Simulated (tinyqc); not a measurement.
Inside a calculation. Method: Born-Oppenheimer dynamics on the RHF/sto-3g surface (energies and gradients from PySCF), for LiH, spin multiplicity 1. Computed by tinyqc, a small Python program that keeps every step (integrals from PySCF). Settings: charge = 0, multiplicity = 1, basis = sto-3g, time step (fs) = 0.5, steps = 24. Command: `OMP_NUM_THREADS=1 python tinyqc.py 24269 24270 out.jsonl` (the two numbers bound the seeds that draw the settings). One thread of a shared host (Intel(R) Xeon(R) Processor @ 2.60GHz), about 1 s of CPU time with the checks.

positions (bohr):
```
            x         y         z
1Li  0.000000  0.000000  0.000000
2H   0.000000  0.000000  3.318359
```

The total energy should stay constant up to terms of order dt^2; the step counts as short enough if it moves by less than 2 % of the largest kinetic energy.

Trajectory:

| time (fs) | 1Li-2H (angstrom) | potential (hartree) | kinetic (hartree) | total (hartree) |
|---|---|---|---|---|
| 0.000000 | 1.756000 | -7.85340679 | 0.00097600 | -7.85243079 |
| 0.500000 | 1.757528 | -7.85329543 | 0.00086506 | -7.85243038 |
| 1.000000 | 1.753687 | -7.85357454 | 0.00114312 | -7.85243142 |
| 1.500000 | 1.744535 | -7.85422735 | 0.00179341 | -7.85243394 |
| 2.000000 | 1.730216 | -7.85521350 | 0.00277552 | -7.85243798 |
| 2.500000 | 1.710958 | -7.85646873 | 0.00402517 | -7.85244356 |
| 3.000000 | 1.687087 | -7.85790496 | 0.00545428 | -7.85245068 |
| 3.500000 | 1.659032 | -7.85941116 | 0.00695195 | -7.85245921 |
| 4.000000 | 1.627339 | -7.86085621 | 0.00838740 | -7.85246882 |
| 4.500000 | 1.592680 | -7.86209491 | 0.00961602 | -7.85247889 |
| 5.000000 | 1.555866 | -7.86297863 | 0.01049022 | -7.85248841 |
| 5.500000 | 1.517851 | -7.86337192 | 0.01087602 | -7.85249590 |
| 6.000000 | 1.479733 | -7.86317557 | 0.01067604 | -7.85249953 |
| 6.500000 | 1.442741 | -7.86235438 | 0.00985695 | -7.85249743 |
| 7.000000 | 1.408207 | -7.86096449 | 0.00847623 | -7.85248826 |
| 7.500000 | 1.377506 | -7.85917104 | 0.00669892 | -7.85247212 |
| 8.000000 | 1.351984 | -7.85724365 | 0.00479244 | -7.85245121 |
| 8.500000 | 1.332858 | -7.85551959 | 0.00308956 | -7.85243003 |
| 9.000000 | 1.321099 | -7.85433392 | 0.00191966 | -7.85241426 |
| 9.500000 | 1.317333 | -7.85393325 | 0.00152453 | -7.85240872 |
| 10.000000 | 1.321765 | -7.85440372 | 0.00198851 | -7.85241521 |
| 10.500000 | 1.334154 | -7.85564432 | 0.00321269 | -7.85243163 |
| 11.000000 | 1.353843 | -7.85739812 | 0.00494512 | -7.85245300 |
| 11.500000 | 1.379835 | -7.85932667 | 0.00685301 | -7.85247366 |
| 12.000000 | 1.410900 | -7.86109603 | 0.00860674 | -7.85248929 |

Is the time step short enough?

Yes. The total energy moves within 9.1e-05 hartree, under 2 % of the largest kinetic energy.
